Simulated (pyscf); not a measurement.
O=W(=O)(OH)–OH + H₂ → O=W(=O)(OH)–OH + H₂ (concerted two-bond exchange; singlet surface; H–O, H–H broken, H–O, H–H formed). Single points on ωB97X-D3(BJ)/def2-SVP structures (PySCF, gas phase). Energies in kcal/mol from the separated reactants.

```
level                   barrier  reaction energy
----------------------  -------  ---------------
ωB97X-D3(BJ)/def2-TZVP     31.6              0.0
r²SCAN/def2-TZVP           24.8              0.0
B3LYP-D3(BJ)/def2-TZVP      ___              0.0
PBE0-D3(BJ)/def2-TZVP       ___              0.0
M06-2X/def2-TZVP           33.6              0.0
HF/def2-TZVP               53.1              0.0
```

Question: Complete the blanks.

Answer: 
- B3LYP-D3(BJ)/def2-TZVP, barrier: 28.5
- PBE0-D3(BJ)/def2-TZVP, barrier: 26.2

The functionals in the table span 8.8 kcal/mol in this barrier, from r²SCAN to M06-2X. This is the saddle that the search found; another between the same sides may lie lower. Elements past Kr carry the def2 core potentials, without spin-orbit coupling.
